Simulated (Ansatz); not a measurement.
# LiH (triplet): from Hartree-Fock to the top rungs, aug-cc-pVTZ

The task here is to estimate one member of a computed series from the others.

Computed with Ansatz 0.2.0, Gaussian basis. Level: aug-cc-pVTZ, core rule «outside noble gas», up to 1 orbitals frozen.

Plan: UHF; CCSD(T) on ROHF; CCSD(T) on UHF; BCCD(T) on ROHF; Full CI.

18 further runs of the same task are left out: 8 for a known fault of the program, 4 that didn't finish, 6 set aside as unsound or not needed. Runs told in other sessions of the task aren't counted.

**The geometry**

The geometry is a PBE0/def2-TZVPD stationary point (not a proven minimum) of the parent state, kept for this charge and spin.

2 atoms, charge 0, spin multiplicity 3.

Atoms are counted from 1 here; the program's logs count them from 0.

Bond lengths: Li1–H2 1.703 Å.

The first run:

The input, in.yaml:

```yaml
crystal:
  periodic: [false, false, false]
  atoms:
    - {symbol: Li, position_ang: [0.000000, 0.000000, 0.000000]}
    - {symbol: H, position_ang: [0.000000, 0.000000, 1.703400]}
basis:
  gaussian: {orbitals: aug-cc-pVTZ}
magnetization: {spin_polarized: true, initial_magnetization: 2}
hamiltonian: {xc: hf}
output: {orbitals: {seedname: orbitals}}
```

Launch:

```bash
$ ansatz run in.yaml --threads 1 --pin off --events-out ev --progress --plain --max-ram 2393MiB
```

Steps of the session up to this table: UHF; CCSD(T) on ROHF; CCSD(T) on UHF; BCCD(T) on ROHF; Full CI.

One of the session's tables, all rows but one given; the rest of the session is left out.

```
  method  from FCI (meV)
    ROHF           +29.8
     UHF               ?
    RMP2           +11.8
    UMP2           +11.3
   RCCSD             0.0
   UCCSD            -0.5
RCCSD(T)             0.0
UCCSD(T)            -0.5
 BCCD(T)             0.0
     FCI               0
```

**Question.** Estimate the row for UHF.

As computed: from FCI (meV): +29.3. In the column «from FCI (meV)» it lies between RMP2 (+11.8) and ROHF (+29.8).

To keep in mind: Levels on UHF freeze UHF's core orbitals, full CI those of ROHF, so the U rows can settle a little off it for that reason alone. Restricted and unrestricted rows rest on different reference determinants; a gap between their highest levels can come from leftover correlation error, from unlike frozen cores or from another state.
